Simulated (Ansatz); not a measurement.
# CHOP: the cost of one run

Computed with Ansatz 0.2.0 (the levels named in each step, unless a step's input says otherwise).

### Step 1. The starting structure

Bond lengths: O1–C2 1.158 Å, C2–P3 1.640 Å, P3–H4 1.393 Å. Angles: O1–C2–P3 174.4°, C2–P3–H4 90.1°.

Coordinates:

```xyz
4

O     1.6465   -0.4595    0.2162
C     0.5291   -0.1771    0.1018
P    -1.0078    0.3235   -0.1777
H    -1.4703   -0.5363    0.8155
```

### Step 2. A rough first relaxation, PBE-D4/def2-SVP

This run stands in another session on the same molecule. It ended at:

```xyz
4

O     1.6663   -0.4698    0.2242
C     0.5400   -0.1777    0.1001
P    -1.0370    0.3518   -0.2029
H    -1.4718   -0.5537    0.8343
```

### Step 3. Relaxation, PBE0-D4/def2-TZVPP

This run stands in another session on the same molecule. It ended at:

```xyz
4

O     1.6307   -0.4749    0.2357
C     0.5322   -0.1707    0.0937
P    -1.0335    0.3492   -0.2006
H    -1.4319   -0.5530    0.8269
```

### Step 4. Relaxation, CCSD(T)/cc-pV(T+d)Z

Contents of input.yaml:

```yaml
crystal:
  periodic: [false, false, false]
  atoms:
    - { symbol: O, position_ang: [1.63066021, -0.47491261, 0.23571005] }
    - { symbol: C, position_ang: [0.5322325, -0.17071991, 0.09374155] }
    - { symbol: P, position_ang: [-1.03347397, 0.34922009, -0.20061908] }
    - { symbol: H, position_ang: [-1.43190874, -0.55301757, 0.82692747] }
basis:
  gaussian: { orbitals: "cc-pV(T+d)Z.json" }
correlation:
  method: ccsd_t
relax:
  f_tol: 0.002
  max_steps: 40
```

On the command line:

```bash
$ ansatz run input.yaml --threads 4 --pin off --max-ram 10240MiB --backend cpu --events-out ev --progress --plain --runs-dir out
```

**Question.** How long does this run take on 4 threads of Arm Neoverse V1, shared host, and how much memory does it need?

About 69 s, with a peak of 0.79 GiB.
